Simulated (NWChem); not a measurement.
**AlHO2 (SMILES [O]=[Al][OH]) at 5 levels**

Aim: a comparison of 5 runs (HF/3-21G, B3LYP/6-31G*, M06-2X/6-31G, PBE0/def2-SVP) of AlHO2. 

Program for the calculation: NWChem 7.3.0.

## (1) The structure to begin with

AlHO2 has 4 atoms, charge 0, and is taken as a singlet. SMILES: `[O]=[Al][OH]`. Geometry: a GFN2-xTB relaxation, a rough one for these elements and not checked as a minimum.

Bond lengths: O1–Al2 1.572 Å, Al2–O3 1.628 Å, O3–H4 0.949 Å. Angles: O1–Al2–O3 180.0°, Al2–O3–H4 179.6°.

## (2) Energy and gradient at HF/3-21G (run 1)

Contents of alho2.xyz:

```xyz
4
AlHO2 hf
O     -1.605830    -1.403740    -0.651200
Al    -0.474020    -0.415070    -0.191330
O      0.698750     0.609040     0.285100
H      1.381100     1.209770     0.557430
```

Contents of run.py:

```python
from ase.io import read
from ase.calculators.nwchem import NWChem

mol = read('alho2.xyz')

calc = NWChem(
    label='alho2',
    theory='scf',
    memory='2200 mb',
    basis='3-21G',
    basispar='spherical bse',
    scf={'nopen': '0', 'rhf': None, 'thresh': '1e-08', 'maxiter': '80'},
)
mol.calc = calc

forces = mol.get_forces()
e = mol.get_potential_energy()
print(f"E = {e:.6f} eV")
print("forces (eV/A):")
for s, f in zip(mol.symbols, forces):
    print(f"{s:2s} {f[0]:10.5f} {f[1]:10.5f} {f[2]:10.5f}")
print("dipole (e A):", mol.get_dipole_moment().round(4))
```

Command:

```console
$ export ASE_NWCHEM_COMMAND="nwchem PREFIX.nwi > PREFIX.nwo"
$ python run.py
```

Log:

```text
E = -10614.136760 eV
forces (eV/A):
O    -1.46481   -1.27959   -0.59506
Al    1.58802    1.38680    0.64545
O     0.12763    0.11447    0.04890
H    -0.25089   -0.22163   -0.09935
dipole (e A): [0.8657 0.7588 0.3492]
```

The calculator wrote alho2.nwi:

```
title "alho2"

permanent_dir alho2

scratch_dir alho2

start alho2

geometry units angstrom nocenter noautosym noautoz
  O  -1.6058300000000001e+00 -1.4037400000000000e+00 -6.5120000000000000e-01
  Al -4.7402000000000000e-01 -4.1506999999999999e-01 -1.9133000000000000e-01
  O  6.9874999999999998e-01 6.0904000000000003e-01 2.8510000000000002e-01
  H  1.3811000000000000e+00 1.2097700000000000e+00 5.5742999999999998e-01
end

memory 2200 mb

basis spherical bse noprint
   * library 3-21G
end

scf
  nopen 0
  rhf
  thresh 1e-08
  maxiter 80
end

task scf gradient
```

alho2.nwo:

```text
Northwest Computational Chemistry Package (NWChem) 7.3.0
             --------------------------------------------------------

           Job information
           ---------------

    nwchem branch   = 7.3.0
    use scalapack   = T
    input           = alho2.nwi
    prefix          = alho2.
    data base       = alho2/alho2.db
    status          = startup
    nproc           =        1

           Memory information
           ------------------

[... 5 lines left out ...]
    hardfail = no
[... 119 lines left out ...]
         Quadratically convergent ROHF
[... 16 lines left out ...]
       Final RHF  results
[... 4 lines left out ...]
      Two-electron energy =    240.139103065051
[... 34 lines left out ...]
                       ROHF Final Molecular Orbital Analysis
[... 211 lines left out ...]
                 ----------------------------------------
                 |  Time  |  1-e(secs)   |  2-e(secs)   |
                 ----------------------------------------
                 |  CPU   |       0.00   |       0.09   |
                 ----------------------------------------
                 |  WALL  |       0.00   |       0.09   |
                 ----------------------------------------

 Task  times  cpu:        0.6s     wall:        0.6s
 Total times  cpu:        0.6s     wall:        0.6s
```

It took 1.7 s on 1 thread of Intel Xeon 6975P-C (Granite Rapids), shared host; peak memory 0.099 GiB.

## (3) Energy and gradient at B3LYP/6-31G(d) (spherical functions) (run 2)

Contents of m1.xyz:

```xyz
4

O     -1.605830    -1.403740    -0.651200
Al    -0.474020    -0.415070    -0.191330
O      0.698750     0.609040     0.285100
H      1.381100     1.209770     0.557430
```

Contents of run.py:

```python
from ase.io import read
from ase.calculators.nwchem import NWChem

system = read('m1.xyz')

calc = NWChem(
    label='m1',
    theory='dft',
    memory='2200 mb',
    basis='6-31G*',
    basispar='spherical bse',
    dft={'xc': 'b3lyp', 'mult': '1', 'grid': 'xfine', 'convergence': 'energy 1e-08', 'iterations': '100', 'mulliken': None, 'print': 'low'},
)
system.calc = calc

forces = system.get_forces()
e = system.get_potential_energy()
print(f"E = {e:.6f} eV")
print("forces (eV/A):")
for s, f in zip(system.symbols, forces):
    print(f"{s:2s} {f[0]:10.5f} {f[1]:10.5f} {f[2]:10.5f}")
```

Command:

```console
$ export ASE_NWCHEM_COMMAND="nwchem PREFIX.nwi > PREFIX.nwo"
$ python run.py
```

Log:

```text
E = -10707.388118 eV
forces (eV/A):
O    -1.25537   -1.09683   -0.50949
Al    0.79257    0.69394    0.32000
O     0.36936    0.31897    0.15385
H     0.09343    0.08392    0.03569
```

The calculator wrote m1.nwi:

```
title "m1"

permanent_dir m1

scratch_dir m1

start m1

geometry units angstrom nocenter noautosym noautoz
  O  -1.6058300000000001e+00 -1.4037400000000000e+00 -6.5120000000000000e-01
  Al -4.7402000000000000e-01 -4.1506999999999999e-01 -1.9133000000000000e-01
  O  6.9874999999999998e-01 6.0904000000000003e-01 2.8510000000000002e-01
  H  1.3811000000000000e+00 1.2097700000000000e+00 5.5742999999999998e-01
end

memory 2200 mb

basis spherical bse noprint
   * library 6-31G*
end

dft
  xc b3lyp
  mult 1
  grid xfine
  convergence energy 1e-08
  iterations 100
  mulliken
  print low
end

task dft gradient
```

m1.nwo:

```text
Northwest Computational Chemistry Package (NWChem) 7.3.0
             --------------------------------------------------------

           Job information
           ---------------

    nwchem branch   = 7.3.0
    use scalapack   = T
    input           = m1.nwi
    prefix          = m1.
    data base       = m1/m1.db
    status          = startup
    nproc           =        1

           Memory information
           ------------------

[... 5 lines left out ...]
    hardfail = no
[... 37 lines left out ...]
            Nuclear Dipole moment (a.u.)
[... 76 lines left out ...]
         Total DFT energy =     -393.489258801692
[... 1 line left out ...]
           Coulomb energy =      275.358117505402
[... 1 line left out ...]
 Nuclear repulsion energy =       87.552357286413
[... 27 lines left out ...]
                         DFT ENERGY GRADIENTS

    atom               coordinates                        gradient
                 x          y          z           x          y          z
   1 O      -3.034579  -2.652684  -1.230590    0.024413   0.021330   0.009908
   2 Al     -0.895768  -0.784369  -0.361561   -0.015413  -0.013495  -0.006223
   3 O       1.320446   1.150919   0.538761   -0.007183  -0.006203  -0.002992
   4 H       2.609901   2.286134   1.053390   -0.001817  -0.001632  -0.000694

 Task  times  cpu:        7.6s     wall:        7.6s
 Total times  cpu:        7.6s     wall:        7.6s
```

It took 8.7 s on 1 thread of Intel Xeon 6975P-C (Granite Rapids), shared host; peak memory 0.12 GiB.

Runs 3 to 4 aren't shown in full; the table further down has their settings and results.

## (4) Energy and gradient at PBE0/def2-SVP (run 5)

Contents of sp.xyz:

```xyz
4
AlHO2
O     -1.605830    -1.403740    -0.651200
Al    -0.474020    -0.415070    -0.191330
O      0.698750     0.609040     0.285100
H      1.381100     1.209770     0.557430
```

Contents of sp.nw:

```
start sp
title "AlHO2"
memory total 2200 mb

geometry units angstrom noautosym nocenter noautoz
  load sp.xyz
end

basis spherical bse
  O library def2-SVP
  Al library def2-SVP
  H library def2-SVP
end

dft
  xc pbe0
  grid xfine
  convergence energy 1e-08
  iterations 100
  mulliken
end

task dft gradient
```

Command:

```console
$ nwchem sp.nw > sp.out
```

Log:

```text
[...]
          Wavefunction type:  closed shell.
          No. of atoms     :     4
          No. of electrons :    30
[...]
          Charge           :     0
          Spin multiplicity:     1
[...]
          AO basis - number of functions:    51
[...]
              XC Information
              --------------
                         PBE0 Method XC Functional
                     Hartree-Fock (Exact) Exchange  0.250
          PerdewBurkeErnzerhof Exchange Functional  0.750
            Perdew 1991 LDA Correlation Functional  1.000 local
           PerdewBurkeErnz. Correlation Functional  1.000 non-local
[...]
 d= 0,ls=0.0,diis     1   -392.8258421245 -4.80D+02  5.78D-02  1.58D+00     0.8
[...]
 d= 0,ls=0.0,diis    11   -393.0268829769 -1.77D-09  7.55D-07  4.41D-10     6.3
         Total DFT energy =     -393.026882976926
      One electron energy =     -719.903273154565
           Coulomb energy =      275.358307669894
    Exchange-Corr. energy =      -36.034274778668
 Nuclear repulsion energy =       87.552357286414
[...]
  wavefunction    = closed shell
                         DFT ENERGY GRADIENTS
    atom               coordinates                        gradient
                 x          y          z           x          y          z
   1 O      -3.034579  -2.652684  -1.230590    0.020856   0.018221   0.008465
   2 Al     -0.895768  -0.784369  -0.361561   -0.013828  -0.012084  -0.005603
   3 O       1.320446   1.150919   0.538761   -0.008211  -0.007179  -0.003333
   4 H       2.609901   2.286134   1.053390    0.001183   0.001043   0.000470
[...]
```

Wall time 8.1 s (1 thread of Intel Xeon 6975P-C (Granite Rapids), shared host); peak memory 0.12 GiB.

## (5) The series

```
run                               level  iteration cap  module  energy (Eh)  dipole moment (D)  HOMO energy (eV)  LUMO energy (eV)  wall time
  1                            HF/3-21G             80     scf  -390.062335               5.78            -10.25              1.46      1.7 s
  2  B3LYP/6-31G* (spherical functions)            100     dft  -393.489259                  –                 –                 –      8.7 s
  3                        M06-2X/6-31G            100     dft  -393.325303                  –                 –                 –      7.8 s
  4  B3LYP/6-31G* (Cartesian functions)            100     dft  -393.493592               5.39             -6.95             -2.19        9 s
  5                       PBE0/def2-SVP            100     dft  -393.026883               5.51             -7.18             -1.83      8.1 s
```

## (6) Outcome

| quantity | value |
| --- | --- |
| run 5: total energy | -393.02688 Eh |
| run 5: dipole moment | 5.51 D |
| run 5: HOMO energy | -7.18 eV |
| run 5: LUMO energy | -1.83 eV |
| run 5: HOMO–LUMO gap | 5.35 eV |
| run 5: largest force on an atom | 1.489 eV/Å |

**Reading.** Over runs 1, 4, 5 the dipole moment (its size) runs from 5.39 D (B3LYP/6-31G*) to 5.78 D (HF/3-21G). The two ends differ in method and basis. Over runs 1, 4, 5 the HOMO–LUMO gap runs from 4.76 eV (B3LYP/6-31G*) to 11.71 eV (HF/3-21G). Totals of different functionals can't be ranked against each other. All runs together took 35 s, the longest 9 s.
